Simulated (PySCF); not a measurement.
## How far are cheaper levels from CCSD(T)/CBS for MgSi?

PySCF; the state is a triplet (π ↑↑). The composite is CCSD(T) extrapolated to the basis-set limit from two correlation-consistent sets, with core-valence (CV) and scalar-relativistic (SR) terms as its label shows; it has no spin–orbit coupling and nothing beyond (T). Here it is CCSD(T)/CBS(DT)+CV+SR. It gives Re = 2.524 Å, ωe = 325 cm⁻¹ and De = 1.05 eV to Mg + Si.

```tsv
level	basis	relativity	Re (Å)	ωe (cm⁻¹)	De (eV)
ROHF	pcseg-1	no relativity	2.949	127	0.13
ROHF	aug-pcseg-1	no relativity	2.860	150	0.18
ROHF-CCSD	jorge-DZP-DKH	spin-free X2C	2.624	274	0.64
PBE	pcseg-1	no relativity	2.594	290	1.09
PBE	aug-pcseg-1	no relativity	2.585	298	1.18
PBE	jorge-DZP-DKH	spin-free X2C	2.561	307	1.23
PBE	pcseg-2	no relativity	2.552	311	1.22
BLYP	x2c-TZVPPall	spin-free X2C	2.572	292	0.97
r²SCAN	pcseg-1	no relativity	2.582	302	1.14
PBE0	def2-TZVP	no relativity	2.545	314	1.15
```

Problem. Give the difference of each row from the composite.

Solution. 

| level | basis | ΔRe (pm) | Δωe (%) | ΔDe (eV) |
| --- | --- | --- | --- | --- |
| ROHF | pcseg-1 | +42.5 | -60.9 | -0.92 |
| ROHF | aug-pcseg-1 | +33.6 | -53.8 | -0.87 |
| ROHF-CCSD | jorge-DZP-DKH | +10.0 | -15.7 | -0.41 |
| PBE | pcseg-1 | +7.0 | -10.8 | +0.04 |
| PBE | aug-pcseg-1 | +6.1 | -8.3 | +0.13 |
| PBE | jorge-DZP-DKH | +3.7 | -5.5 | +0.18 |
| PBE | pcseg-2 | +2.8 | -4.3 | +0.17 |
| BLYP | x2c-TZVPPall | +4.8 | -10.2 | -0.08 |
| r²SCAN | pcseg-1 | +5.8 | -7.1 | +0.09 |
| PBE0 | def2-TZVP | +2.1 | -3.4 | +0.10 |

Problem. Which rows come closest in De?

Solution. PBE in pcseg-1 (+0.04 eV), counted from the composite.

Correlated steps freeze 6 core orbitals. Correlated levels converge slowly with the basis: in double zeta they bind strong bonds too weakly, by up to about 1 eV, and carry superposition errors of some tenths. The CCSD T1 diagnostic is raised in MgSi, a sign that a single reference may not be enough there. UHF is strongly spin-contaminated for MgSi, so the ROHF reference used there is far from stable. The state was picked by a PBE0 search and need not be the measured ground state.
